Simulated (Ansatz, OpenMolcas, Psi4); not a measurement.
## BSiH5 (boranylsilane): the HOMO–LUMO gap, rung by rung

The species is BSiH5 (7 atoms), meant as a singlet with charge 0. SMILES: `B[SiH3]`. The shape is that of a PBE0-D4/def2-TZVP optimisation.

Each level gives the HOMO–LUMO gap (eV). The values are calculated.

```csv
level,kind,program,value (eV),CPU time
SVWN5/def2-TZVP,LDA,OpenMolcas,3.54,18 s
BLYP/def2-TZVP,GGA,Ansatz,3.80,5.1 s
PBE/def2-TZVP,GGA,Psi4,3.74,14 s
B3LYP/def2-TZVP,global hybrid,OpenMolcas,5.58,23 s
r2SCAN0/def2-TZVP,hybrid meta-GGA,Ansatz,6.36,8.7 s
CAM-B3LYP/def2-TZVP,range-separated hybrid,Ansatz,8.50,6.1 s
HSE06/def2-TZVP,range-separated hybrid,Ansatz,5.20,5.8 s
wB97X/def2-TZVP,range-separated hybrid,Ansatz,10.69,21 s
```

The values span 3.54 to 10.69 eV. Orbital gaps aren't excitation energies; they tend to grow with the share of exact exchange. Times are those of the runs behind each value, whatever else they computed, on shared processors of several kinds: orders of magnitude only.
